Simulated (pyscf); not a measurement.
Optimised with ωB97X-D3(BJ)/def2-SVP in PySCF.

SMILES: [F][Mo]([F])([F])([F])([SH])[SH]
```xyz
9

F     -1.1109    -2.5918    -1.6378
Mo    -0.2699    -1.2341    -0.7435
F      1.3003    -1.5527    -1.6433
F      0.3131     0.4352    -0.2432
F     -1.5665    -1.2164     0.5481
S     -1.3827    -0.0277    -2.4229
S      0.7845    -2.4717     0.9511
H     -0.9563     1.2017    -2.0713
H      1.9446    -2.7040     0.3052
```

### Question
What is the homolytic dissociation enthalpy (298 K, ωB97M-D3(BJ)/def2-TZVP) of the Mo–S bond of F–Mo(F)(F)(F)(SH)–SH, to [F–Mo(F)(F)(F)–SH]• + SH•?

### Answer
Mo–S to [F–Mo(F)(F)(F)–SH]• + SH•: 11.7 kcal/mol. The 7 functionals that were run give +9.7 (M06-2X) to +32.7 kcal/mol (PBE). The radicals are drawn with the spin at the cut bond; how far it spreads was not checked. Other isomers of [F–Mo(F)(F)(F)–SH]• were not searched in full and may lie lower. Left out: the spin-orbit lowering of SH. Open-shell species with a d-block atom are single-reference here; other states, and whether the spin sits on metal or ligand, were not checked. Elements past Kr carry the def2 core potentials, without spin-orbit coupling.
